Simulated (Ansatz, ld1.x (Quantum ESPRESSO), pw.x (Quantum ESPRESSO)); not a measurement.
## osmium (Os): does the PAW potential hold in the solid?

```json
{"Element": "Os (Z = 76)", "Generator": "ld1.x (Quantum ESPRESSO) 7.5", "Type": "PAW", "Functional": "PBEsol", "Relativity": "scalar-relativistic", "Frozen core": "[Kr] 4d10 4f14", "Valence charge": "16", "Reference configuration": "5s2 5p6 5d6 6s2 6p0", "Partial waves": "5s (bound): rcut 1.30, rcutus 1.40 bohr; 6s (bound): rcut 1.30, rcutus 1.40 bohr; 5p (bound): rcut 2.10, rcutus 2.20 bohr; 6p (bound, empty): rcut 2.10, rcutus 2.20 bohr; 5d (bound): rcut 1.56, rcutus 1.66 bohr; 5d channel at 0.2 Ry: rcut 1.56, rcutus 1.66 bohr", "Local potential": "all-electron potential smoothed inside 2.15 bohr (lloc = -1)", "Core correction": "Bessel-smoothed model core, default radius (core density twice the valence density)", "Augmentation charge": "BESSEL, radius 1.50 bohr"}
```

Crystal test: diamond Os in pw.x 7.5, no spin, 8³ k-points, Fermi–Dirac smearing 0.01 Ry, cutoffs 75/600 Ry. The reference is all-electron LAPW (Ansatz 0.2.0) with the same functional, mesh and smearing; V0 and B0 come from Birch–Murnaghan fits to the pressures at five volumes. Errors are pseudo minus all-electron; Δ is the rms difference of the E(V) curves that follow from these fits, minima aligned, over ±6 % about the mean V0. Mesh and smearing are coarse, so the numbers serve the comparison and aren't converged zero-temperature values; the lattice is a test structure that the element need not adopt.

All-electron: a0 = 5.503 Å (V0 = 20.83 Å³/atom), B0 = 222.1 GPa.

Question: How far does the potential miss the all-electron equation of state?

Answer: mean pressure error (GPa): -0.28; a0 (Å): 5.500; a0 error (%): -0.04; B0 error (%): -0.0; Δ (meV/atom): 1.3.

```
V (Å³/atom)  P all-electron (GPa)  P pseudo (GPa)
     19.782                 12.87           12.52
     20.302                  6.02            5.71
     20.823                  0.05           -0.22
     21.344                 -5.14           -5.38
     21.864                 -9.66           -9.87
```

Question: At the middle volume, how do free energy and pressure move when the wave cutoff is lowered (ecutrho held at 600 Ry)?

Answer:

```
cutoff (Ry)  shift of F (meV/atom)  shift of P (GPa)
         34                 +191.0             -6.95
         45                  +62.3             -0.28
         60                   +9.2             -0.60
```

The run at the middle volume (29 k-points, 12 iterations) took about 91 s on one core of a shared host (Neoverse-V1, 32 threads, 247 GiB, load 13).
